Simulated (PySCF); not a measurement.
## Field gradients at the hydrogen positions

C3H7F.
Z-matrix (Å and degrees, PBE0-D3(BJ)/def2-SVP geometry), rows numbered from 1:
```
C 
C   1  1.5115
C   2  1.5115  1  113.84
F   2  1.3855  1  108.48  3  -120.83
H   1  1.1010  2  110.31  3    58.07
H   1  1.1001  2  110.80  3   -61.99
H   1  1.0995  2  110.49  3   177.79
H   2  1.1059  1  109.60  3   123.15
H   3  1.1010  2  110.29  1   -58.01
H   3  1.1001  2  110.82  1    62.05
H   3  1.0994  2  110.48  1  -177.72
```

Level: PBE0/pcSseg-1 (PySCF, non-relativistic); Q(2H) = 0.00286 b; rigid geometry, the same for H and D, with no vibrational averaging.

**Question.** Tabulate Vzz, the asymmetry η and χzz = 234.96 MHz × Q × Vzz for every hydrogen position.

**Answer.** 
```csv
atom,bonded to,bond length (Å),Vzz (au),η,χzz (kHz)
H5,C1,1.101,0.2898,0.03,195
H6,C1,1.100,0.2918,0.03,196
H7,C1,1.099,0.2928,0.02,197
H8,C2,1.106,0.2685,0.06,180
H9,C3,1.101,0.2898,0.03,195
H10,C3,1.100,0.2918,0.03,196
H11,C3,1.099,0.2928,0.02,197
```

Geometry: PBE0-D3(BJ)/def2-SVP; no solvent, vibrations or thermal averaging. A larger basis could move these couplings by a tenth or more.
